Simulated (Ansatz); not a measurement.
Saddle point of CH$_{5}$FN (charge -1), singlet ([CH₃F ([CH3][F]) + NH₂]⁻ → [CH₅N ([CH3][NH2]) + F]⁻; bonds formed: C2–N3; bonds broken: F1–C2), PBE0-D4/def2-TZVPD structure:

```
8
angstrom
F -1.3468 -1.3196 1.5243
C -0.4450 -0.4310 0.4038
N 0.6832 0.6867 -1.1276
H 0.1596 0.0875 1.1264
H -1.2730 0.0834 -0.0502
H -0.0264 -1.2713 -0.1211
H 1.6656 0.4959 -0.9057
H 0.5829 1.6684 -0.8500
```

Energies are electronic, without zero-point energy. Barriers and step energies count from the start structure reached by relaxing down the imaginary mode; all methods use the PBE0-D4 structures, on which another method's saddle can fall below an end. Ansatz 0.2.0; basis: def2-TZVPPD, with def2-QZVPPD for the basis limit; cores frozen in the correlated methods. B3LYP uses VWN-RPA correlation. Extrapolation: Hartree–Fock as exp(−7.88 √X), correlation as X^−2.97.

| method | barrier (kJ/mol) | step energy (kJ/mol) |
| --- | --- | --- |
| SPW92 | 4.8 | -211.5 |
| PBE-D4 | 3.7 | -200.9 |
| BLYP-D4 | ? | -192.7 |
| r2SCAN-D4 | 11.9 | -196.9 |
| B97M-V | 24.0 | -188.2 |
| PBE0-D4 | ? | -203.3 |
| B3LYP-D4 | 19.1 | -195.8 |
| r2SCAN0-D4 | 28.9 | -199.4 |
| BHLYP-D4 | 39.9 | -196.4 |
| CAM-B3LYP-D4 | 30.0 | -200.9 |
| wB97X-V | 34.3 | -199.5 |
| wB97M-V | 32.4 | -193.9 |
| B2PLYP | ? | -193.9 |
| PBE-QIDH | 35.4 | -202.1 |
| RPA on PBE | 25.2 | -184.6 |
| HF | 68.4 | -181.4 |
| MP2 | 34.7 | -196.1 |
| CCSD | 43.4 | -190.0 |
| CCSD(T) | 33.7 | -190.0 |

Task: Fill in the withheld barriers. (An estimate is asked for; the value comes from the calculation.)

Result: The calculation gives: BLYP-D4 1.4; PBE0-D4 24.5; B2PLYP 24.3 kJ/mol. Each is the energy of the saddle less that of the start structure, by the same method.

For comparison, the barrier by CCSD(T) at an estimated basis limit (MP2 extrapolated from triple and quadruple zeta, plus CCSD(T) − MP2 in triple zeta) is 36.0 kJ/mol.

T1 diagnostic: at most 0.019. The start structure is not quite a true minimum (one mode of 54i cm⁻¹).

Labels in which every atom is bracketed show which atoms are joined, not bond orders.

For scale, one of the runs: CCSD(T)/def2-TZVPPD, 199 basis functions, launched by `ansatz run in.yaml --threads 2 --pin off --events-out ev --progress --plain --max-ram 4352MiB`. The run took 65 s on 2 CPU threads of an Arm Neoverse V1 (shared host), with 2.6 GiB of host memory at its peak.
